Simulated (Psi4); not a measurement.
# SiH3Cl (chlorosilane), step by step, part 2 of 2

Psi4 1.11. The steps go on from the part before.

**4. The doublet cation: a structure relaxation at U-r2SCAN-3c/def2-mTZVPP (density fitting) (run 3)**

File clh3si.dat:

```
memory 1600 MB

molecule system {
  1 2
  Si    -0.022755    -0.001853    -0.010292
  Cl     1.937139    -0.531184     0.417467
  H     -0.892038    -0.505537     1.075567
  H     -0.403567    -0.613216    -1.302630
  H     -0.102434     1.472872    -0.095077
  units angstrom
  symmetry c1
}

set globals {
  reference uks
}

result, w = opt('r2scan-3c', return_wfn=True)
```

Launch:

```bash
$ psi4 -n 1 clh3si.dat clh3si.out
```

clh3si.out:

```text
Psi4 1.11 release

gradient() will perform analytic gradient computation.

   => Loading Basis Set <=

    Name: DEF2-MTZVPP
    Role: ORBITAL
    Keyword: BASIS

   => R2SCAN3C: Empirical Dispersion <=

        a1 =       0.420000
        a2 =       5.650000
       alp =      16.000000
        s6 =       1.000000
        s8 =       0.000000
        s9 =       2.000000
        ga =       2.000000
        gc =       1.000000
        wf =       6.000000

         ---------------------------------------------------------
                                   SCF
                              UKS Reference
                        1 Threads,   1525 MiB Core
         ---------------------------------------------------------

  ==> Geometry <==

    Molecular point group: c1
    Full point group: C1

    Geometry (in Angstrom), charge = 1, multiplicity = 2:

       Center              X                  Y                   Z               Mass
    ------------   -----------------  -----------------  -----------------  -----------------
         SI          -1.018581545803     0.275091865991    -0.222295953727    27.976926534650
         CL           0.941312454197    -0.254239134009     0.205463046273    34.968852682000
         H           -1.887864545803    -0.228592134009     0.863563046273     1.007825032230
         H           -1.399393545803    -0.336271134009    -1.514633953727     1.007825032230
         H           -1.098260545803     1.749816865991    -0.307080953727     1.007825032230

  Running in c1 symmetry.

  Rotational constants: A =      2.83270  B =      0.21763  C =      0.21761 [cm^-1]
  Rotational constants: A =  84922.20123  B =   6524.23349  C =   6523.86015 [MHz]
  Nuclear repulsion =   85.671178138078389

  Charge       = 1
  Multiplicity = 2
  Electrons    = 33
  Nalpha       = 17
  Nbeta        = 16

  ==> Algorithm <==

  SCF Algorithm Type is DF.
  DIIS enabled.
  MOM disabled.
  Fractional occupation disabled.
  Guess Type is SAD.
  Energy threshold   = 1.00e-08
  Density threshold  = 1.00e-08
  Integral threshold = 1.00e-12

  ==> Primary Basis <==

  Basis Set: DEF2-MTZVPP
    Blend: DEF2-MTZVPP
    Number of shells: 31
    Number of basis functions: 69
    Number of Cartesian functions: 73
    Spherical Harmonics?: true
    Max angular momentum: 2

  ==> DFT Potential <==

   => LibXC <=

    Version 7.1.2

   => Composite Functional: R2SCAN3C <=

    Deriv               =              1
    GGA                 =           TRUE
    Meta                =           TRUE

    Exchange Hybrid     =          FALSE
    MP2 Hybrid          =          FALSE

   => Exchange Functionals <=

    1.0000   XC_MGGA_X_R2SCAN

   => Correlation Functionals <=

    1.0000   XC_MGGA_C_R2SCAN

   => LibXC Density Thresholds  <==

    XC_MGGA_C_R2SCAN:  1.00E-15
    XC_MGGA_X_R2SCAN:  1.00E-11

   => Molecular Quadrature <=

    Radial Scheme          =       TREUTLER
    Pruning Scheme         =           NONE
    Nuclear Scheme         =       TREUTLER

    Blocking Scheme        =         OCTREE
    BS radius alpha        =              1
    Pruning alpha          =              1
    Radial Points          =             75
    Spherical Points       =            302
    Total Points           =         108408
    Total Blocks           =            863
    Max Points             =            256
    Max Functions          =             69
    Weights Tolerance      =       1.00E-15

   => Loading Basis Set <=

    Name: (DEF2-MTZVPP AUX)
    Role: JKFIT
    Keyword: DF_BASIS_SCF

  ==> Integral Setup <==

  DFHelper Memory: AOs need 0.013 GiB; user supplied 0.662 GiB.
  SCF_SUBTYPE=INCORE selected. In-core MEM_DF algorithm will be used.
  Using in-core AOs.

  ==> MemDFJK: Density-Fitted J/K Matrices <==

    J tasked:                   Yes
    K tasked:                    No
    wK tasked:                   No
    Memory [MiB]:               678
    Algorithm:                 Core
    Schwarz Cutoff:           1E-12
    Mask sparsity (%):       0.4621
    Fitting Condition:        1E-10

   => Auxiliary Basis Set <=

  Basis Set: (DEF2-MTZVPP AUX)
    Blend: DEF2-UNIVERSAL-JKFIT
    Number of shells: 94
    Number of basis functions: 310
    Number of Cartesian functions: 370
    Spherical Harmonics?: true
    Max angular momentum: 4

  Cached 100.0% of DFT collocation blocks in 0.455 [GiB].

  Minimum eigenvalue in the overlap matrix is 1.1322257831E-02.
  Reciprocal condition number of the overlap matrix is 2.8602344012E-03.
    Using symmetric orthogonalization.

  ==> Pre-Iterations <==

  SCF Guess: Superposition of Atomic Densities via on-the-fly atomic UHF (no occupation information).

   -------------------------
    Irrep   Nso     Nmo
   -------------------------
     A         69      69
   -------------------------
    Total      69      69
   -------------------------

  ==> Iterations <==

                           Total Energy        Delta E     RMS |[F,P]|

[... 4 lines left out ...]
   @DF-UKS iter   4:  -751.04465979083170    1.76828e-02   2.11401e-03 DIIS/ADIIS
[... 9 lines left out ...]
   @DF-UKS iter  14:  -751.06884663365781   -4.63202e-05   3.22026e-05 DIIS
[... 17 lines left out ...]
   @Spin Contamination Metric:   7.379003666E-03
[... 57 lines left out ...]
    DFT Exchange-Correlation Energy =     -49.8817058074229607
[... 157 lines left out ...]
	   Step    Total Energy     Delta E     Max Force     RMS Force      Max Disp      RMS Disp   ~
[... 141 lines left out ...]
   @DF-UKS iter   6:  -751.07211004643489   -6.06570e-07   4.67483e-06 DIIS
[... 17 lines left out ...]
   @Spin Contamination Metric:   8.112896114E-03
[... 19 lines left out ...]
    DFT Exchange-Correlation Energy =     -49.8668289043728876
[... 126 lines left out ...]
	   Step    Total Energy     Delta E     Max Force     RMS Force      Max Disp      RMS Disp
[... 116 lines left out ...]
   @DF-UKS iter   6:  -751.07484452061829   -1.26683e-06   5.05337e-06 DIIS
[... 17 lines left out ...]
   @S^2 Observed:                7.587159118E-01
[... 19 lines left out ...]
    VV10 Nonlocal Energy =                  0.0000000000000000
[... 196 lines left out ...]
    Weights Tolerance      =       1.00E-15
[... 29 lines left out ...]
   @DF-UKS iter   8:  -751.07633183838402   -3.01930e-09   3.10394e-07 DIIS
[... 18 lines left out ...]
    Final Occupation by Irrep:
[... 41 lines left out ...]
 Dipole Y            :         -0.8645430            1.2330209            0.3684779
[... 204 lines left out ...]
   @DF-UKS iter   1:  -751.07669898565428    3.58435e-04   2.40069e-04 DIIS/ADIIS
[... 9 lines left out ...]
   @DF-UKS iter  11:  -751.07697446321470   -2.84217e-12   4.98239e-09 DIIS
[... 27 lines left out ...]
    One-Electron Energy =               -1200.3278334060721591
[... 121 lines left out ...]
	                                 ==> Convergence Check <==
[... 115 lines left out ...]
   @DF-UKS iter   4:  -751.07720269064203   -1.68878e-06   2.34942e-06 DIIS
[... 17 lines left out ...]
   @S^2 Observed:                7.578141580E-01
[... 19 lines left out ...]
    VV10 Nonlocal Energy =                  0.0000000000000000
[... 196 lines left out ...]
    Weights Tolerance      =       1.00E-15
[... 29 lines left out ...]
   @DF-UKS iter   8:  -751.07725146762857   -2.24759e-10   6.62869e-08 DIIS
[... 18 lines left out ...]
    Final Occupation by Irrep:
[... 41 lines left out ...]
 Dipole Y            :         -0.7177448            0.9545140            0.2367692
[... 204 lines left out ...]
   @DF-UKS iter   1:  -751.07718787873364   -1.81805e-03   1.19365e-04 DIIS/ADIIS
[... 9 lines left out ...]
  Energy and wave function converged.
[... 27 lines left out ...]
    Two-Electron Energy =                 412.9460831414977520
[... 122 lines left out ...]
	Measures of convergence in internal coordinates in au.
[... 103 lines left out ...]
   @DF-UKS iter   5:  -751.07730148449014   -4.69696e-07   2.61656e-06 DIIS
[... 17 lines left out ...]
   @S^2 Observed:                7.577088923E-01
[... 19 lines left out ...]
    VV10 Nonlocal Energy =                  0.0000000000000000
[... 196 lines left out ...]
    Weights Tolerance      =       1.00E-15
[... 29 lines left out ...]
   @DF-UKS iter   8:  -751.07732104648392   -8.56062e-11   3.40557e-08 DIIS
[... 24 lines left out ...]
  @DF-UKS Final Energy:  -751.07732104648994
[... 35 lines left out ...]
 Dipole Z            :          0.7642460           -1.0160805           -0.2518345
[... 193 lines left out ...]
   @DF-UKS iter   2:  -751.07732372430371   -2.57064e-07   7.02829e-06 DIIS
[... 17 lines left out ...]
   @S^2 Expected:                7.500000000E-01
[... 19 lines left out ...]
    Empirical Dispersion Energy =           0.0025212835374468
[... 127 lines left out ...]
	  Convergence Criteria     1.00e-06 *    3.00e-04 *             o    1.20e-03 *             o
[... 98 lines left out ...]
   @DF-UKS iter   7:  -751.07732503384591   -5.68434e-12   1.46360e-08 DIIS
[... 27 lines left out ...]
    Nuclear Repulsion Energy =             86.2346500491563290
[... 74 lines left out ...]
    Weights Tolerance      =       1.00E-15
[... 151 lines left out ...]
   @DF-UKS iter   3:  -751.07732555140285   -3.58204e-09   3.74640e-07 DIIS
[... 17 lines left out ...]
   @S   Observed:                5.000000000E-01
[... 39 lines left out ...]
    Final Occupation by Irrep:
              A
    DOCC [    16 ]
    SOCC [     1 ]
    NA   [    17 ]
    NB   [    16 ]

  @DF-UKS Final Energy:  -751.07732555217012

   => Energetics <=

    Nuclear Repulsion Energy =             86.2347833797209660
    One-Electron Energy =               -1200.6418368218769501
    Two-Electron Energy =                 413.2013545185706107
    DFT Exchange-Correlation Energy =     -49.8741427627170424
    Empirical Dispersion Energy =           0.0025161341322787
    VV10 Nonlocal Energy =                  0.0000000000000000
    Total Energy =                       -751.0773255521701230

  UHF NO Occupations:
  HONO-2 :   15  A 1.9996217
  HONO-1 :   16  A 1.9967231
  HONO-0 :   17  A 1.0000000
  LUNO+0 :   18  A 0.0032769
  LUNO+1 :   19  A 0.0003783
  LUNO+2 :   20  A 0.0001794
  LUNO+3 :   21  A 0.0000744

Computation Completed

Properties will be evaluated at   0.000000,   0.000000,   0.000000 [a0]

Properties computed using the SCF density matrix

 Multipole Moments:

 ------------------------------------------------------------------------------------
     Multipole            Electronic (a.u.)      Nuclear  (a.u.)        Total (a.u.)
 ------------------------------------------------------------------------------------

 L = 1.  Multiply by 2.5417464519 to convert [e a0] to [Debye]
 Dipole X            :          3.5517327           -4.7214198           -1.1696870
 Dipole Y            :         -0.7482831            1.0123947            0.2641116
 Dipole Z            :          0.7641977           -1.0166783           -0.2524806
 Magnitude           :                                                    1.2254261

 ------------------------------------------------------------------------------------

	total time  =          4 seconds =       0.07 minutes

         ------------------------------------------------------------
                                   SCF GRAD
         ------------------------------------------------------------

  ==> Geometry <==

    Molecular point group: c1
    Full point group: C1

    Geometry (in Angstrom), charge = 1, multiplicity = 2:

       Center              X                  Y                   Z               Mass
    ------------   -----------------  -----------------  -----------------  -----------------
         SI          -1.052132992222     0.045736664930    -0.218334809105    27.976926534650
         CL           0.959212157089    -0.065832434086     0.200155773861    34.968852682000
         H           -1.897641708182    -0.247423655455     0.951995553233     1.007825032230
         H           -1.373870969810    -0.364118315758    -1.596374145734     1.007825032230
         H           -0.803699836686     1.626116269190    -0.239585217491     1.007825032230

  Nuclear repulsion =   86.234783379720966

   => Molecular Quadrature <=

    Radial Scheme          =       TREUTLER
    Pruning Scheme         =           NONE
    Nuclear Scheme         =       TREUTLER

    Blocking Scheme        =         OCTREE
    BS radius alpha        =              1
    Pruning alpha          =              1
    Radial Points          =             75
    Spherical Points       =            302
    Total Points           =         108516
    Total Blocks           =            875
    Max Points             =            256
    Max Functions          =             69
    Weights Tolerance      =       1.00E-15

  -Total Gradient:
     Atom            X                  Y                   Z
    ------   -----------------  -----------------  -----------------
       1        0.000004436608    -0.000017959622     0.000001071255
       2       -0.000008707002    -0.000126946980     0.000003680878
       3       -0.000011346991     0.000011949985    -0.000004361740
       4       -0.000011419057     0.000011373107    -0.000001014097
       5        0.000088571301    -0.000025979470     0.000020070432

	total time  =          0 seconds =       0.00 minutes

    			-----------------------------------------

    			 OPTKING 3.0: for geometry optimizations

    			        with contributions from

    			-----------------------------------------

	                            ===> Fragment 1 <==

	 Z (Atomic Numbers)          Masses                          Geom
	      14.000000            27.976927         -1.98824320  0.08642977 -0.41259299
	      17.000000            34.968853          1.81264827 -0.12440527  0.37823960
	       1.000000             1.007825         -3.58602311 -0.46756295  1.79901087
	       1.000000             1.007825         -2.59623986 -0.68808389 -3.01670993
	       1.000000             1.007825         -1.51877258  3.07291440 -0.45275044

	 - Coordinate -           - BOHR/RAD -       - ANG/DEG -
	 R(1,2)           =         3.888013           2.057448
	 R(1,3)           =         2.784062           1.473262
	 R(1,4)           =         2.784054           1.473258
[... 18 lines of this table left out ...]
	 O(5,1,3,4)       =        -0.884979         -50.705588

	        --- Internal Coordinate Step in ANG or DEG, aJ/ANG or AJ/DEG ---
	-------------------------------------------------------------------------------
	           Coordinate      Previous         Force          Change          New
	           ----------      --------        ------          ------        ------
	               R(1,2)       2.05745        0.00005        0.00001       2.05745
	               R(1,3)       1.47326        0.00001        0.00001       1.47327
	               R(1,4)       1.47326        0.00002        0.00001       1.47326
[... 18 lines of this table left out ...]
	           O(5,1,3,4)     -50.70559       -0.00000       -0.00775     -50.71333
	-------------------------------------------------------------------------------

	                                 ==> Convergence Check <==

	Measures of convergence in internal coordinates in au.

	Criteria marked as inactive (o), active & met (*), and active & unmet ( ).

	----------------------------------------------------------------------------------------------
	   Step    Total Energy     Delta E     Max Force     RMS Force      Max Disp      RMS Disp
	----------------------------------------------------------------------------------------------
	  Convergence Criteria     1.00e-06 *    3.00e-04 *             o    1.20e-03 *             o
	----------------------------------------------------------------------------------------------
	    13    -751.07732555   -5.18e-07 *    6.55e-06 *    1.97e-06 o    1.35e-04 *    5.89e-05 o  ~
	----------------------------------------------------------------------------------------------

Next Geometry in Ang
	Fragment 1 (Ang)

	   Si  -1.0521081413   0.0457116004  -0.2183302890
	   Cl   0.9592429427  -0.0658354817   0.2001651340
	    H  -1.8976502460  -0.2473907474   0.9519979714
	    H  -1.3738820352  -0.3640863998  -1.5963849723
	    H  -0.8037358701   1.6260795573  -0.2395906893

    Final optimized geometry and variables:
    Molecular point group: c1
    Full point group: C1

    Geometry (in Angstrom), charge = 1, multiplicity = 2:

    SI          -1.052132992222     0.045736664930    -0.218334809105
    CL           0.959212157089    -0.065832434086     0.200155773861
    H           -1.897641708182    -0.247423655455     0.951995553233
    H           -1.373870969810    -0.364118315758    -1.596374145734
    H           -0.803699836686     1.626116269190    -0.239585217491

    Psi4 run time: 0:01:27.73

[set-up sections that repeat, and orbital energies of the middle runs, are left out above]
```

Standard output:

```text
Optimizer: Optimization complete!
```

It took 89 s on 1 thread of Intel Xeon 6975P-C (Granite Rapids), shared host; peak memory 0.73 GiB.

Step by step:

```csv
step,energy from the first frame kept (eV),largest force (eV/Å)
0,0.0000,1.7034
1,-0.0886,1.0919
2,-0.1630,0.4413
3,-0.2034,0.1840
4,-0.2209,0.2516
5,-0.2271,0.1658
6,-0.2285,0.1049
7,-0.2285,0.1261
8,-0.2298,0.0490
9,-0.2304,0.0246
10,-0.2304,0.0145
11,-0.2305,0.0095
12,-0.2305,0.0065
```

After the run. Bond lengths: Si1–Cl2 2.057 Å, Si1–H3 1.473 Å, Si1–H4 1.473 Å, Si1–H5 1.600 Å. Angles: Cl2–Si1–H3 112.9°, Cl2–Si1–H4 112.9°, Cl2–Si1–H5 84.5°, H3–Si1–H4 124.2°, H3–Si1–H5 107.2°, H4–Si1–H5 107.2°.

**5. A single-point energy at r2SCAN-3c/def2-mTZVPP (density fitting) (run 4)**

File job.dat:

```
memory 1600 mb

molecule {
  Si
  Cl 1 R2
  H 1 R3 2 A3
  H 1 R4 3 A4 2 D4
  H 1 R5 4 A5 3 D5

  R2 = 2.057448
  R3 = 1.473263
  A3 = 112.87194
  R4 = 1.473258
  A4 = 124.2184
  D4 = 142.84577
  R5 = 1.599928
  A5 = 107.23456
  D5 = -125.87635
}

set reference rks

E = energy("r2scan-3c")
```

Launch:

```bash
$ psi4 -n 1 job.dat job.out
```

job.out, shortened:

```text
[...]
  Running in c1 symmetry.
[...]
  Nuclear repulsion =   86.234772433691589
[...]
  Multiplicity = 1
[...]
  Nalpha       = 17
  Nbeta        = 17
[...]
    Number of basis functions: 69
[...]
   @DF-RKS iter   1:  -751.41229642107726   -2.32379e-01   4.62581e-03 DIIS/ADIIS
[...]
   @DF-RKS iter   7:  -751.46051577627713   -9.29531e-08   8.34963e-07 DIIS
[...]
    Orbital Energies [Eh]
    ---------------------
    Doubly Occupied:
       1A   -101.204261     2A    -65.892054     3A     -9.361250
       4A     -7.104942     5A     -7.098378     6A     -7.097646
       7A     -5.250290     8A     -3.595017     9A     -3.591185
      10A     -3.590114    11A     -0.786320    12A     -0.516261
      13A     -0.373787    14A     -0.372124    15A     -0.343390
      16A     -0.294546    17A     -0.260439
[...]
  @DF-RKS Final Energy:  -751.46051577627713
   => Energetics <=
    Nuclear Repulsion Energy =             86.2347724336915888
    One-Electron Energy =               -1210.0503662466260266
    Two-Electron Energy =                 422.5573331698548714
    DFT Exchange-Correlation Energy =     -50.2046902965510426
    Empirical Dispersion Energy =           0.0024351633533515
    VV10 Nonlocal Energy =                  0.0000000000000000
    Total Energy =                       -751.4605157762771341
[...]
 Multipole Moments:
 ------------------------------------------------------------------------------------
     Multipole            Electronic (a.u.)      Nuclear  (a.u.)        Total (a.u.)
 ------------------------------------------------------------------------------------
 L = 1.  Multiply by 2.5417464519 to convert [e a0] to [Debye]
 Dipole X            :         -1.0038199            0.7192354           -0.2845846
 Dipole Y            :          0.2955769           -0.2117804            0.0837965
 Dipole Z            :          4.1628785           -4.8773186           -0.7144401
 Magnitude           :                                                    0.7735857
[...]
```

Wall time 5.4 s (1 thread of Intel Xeon 6975P-C (Granite Rapids), shared host); peak memory 0.69 GiB.

**6. What came out**

What follows sums up all 2 parts.

| quantity | value |
| --- | --- |
| run 1, r2SCAN-3c/def2-mTZVPP: total energy at the end | -751.48519 Eh |
| run 1, r2SCAN-3c/def2-mTZVPP: dipole moment | 1.44 D |
| run 1, r2SCAN-3c/def2-mTZVPP: HOMO energy | -7.95 eV |
| run 1, r2SCAN-3c/def2-mTZVPP: LUMO energy | -0.58 eV |
| run 1, r2SCAN-3c/def2-mTZVPP: HOMO–LUMO gap | 7.37 eV |
| doublet cation, run 2: total energy | -751.06886 Eh |
| doublet cation, run 2: HOMO energy (highest over α and β) | -14.76 eV |
| doublet cation, run 2: LUMO energy (lowest over α and β) | -14.59 eV |
| doublet cation, run 2: ⟨S²⟩ | 0.757 |
| doublet cation, run 3: total energy at the end | -751.07733 Eh |
| doublet cation, run 3: HOMO energy (highest over α and β) | -14.85 eV |
| doublet cation, run 3: LUMO energy (lowest over α and β) | -13.67 eV |
| doublet cation, run 3: ⟨S²⟩ | 0.758 |
| run 4, r2SCAN-3c/def2-mTZVPP: total energy | -751.46052 Eh |
| run 4, r2SCAN-3c/def2-mTZVPP: dipole moment | 1.97 D |
| run 4, r2SCAN-3c/def2-mTZVPP: HOMO energy | -7.09 eV |
| run 4, r2SCAN-3c/def2-mTZVPP: LUMO energy | -1.13 eV |
| run 4, r2SCAN-3c/def2-mTZVPP: HOMO–LUMO gap | 5.96 eV |
| adiabatic ionisation energy (to the doublet cation, no zero-point term) | 11.098 eV |

In words: The adiabatic ionisation energy (to the doublet cation, no zero-point term) is 11.10 eV (256 kcal/mol). The optimisation (run 1, r2SCAN-3c/def2-mTZVPP) took 6 steps and changed the energy by -0.150 eV. At r2SCAN-3c/def2-mTZVPP: The measured dipole moment is 1.31 D (NIST CCCBDB); the computed value is 0.13 D (10 %) too high. The optimisation (doublet cation, run 3) took 13 steps and changed the energy by -0.230 eV.
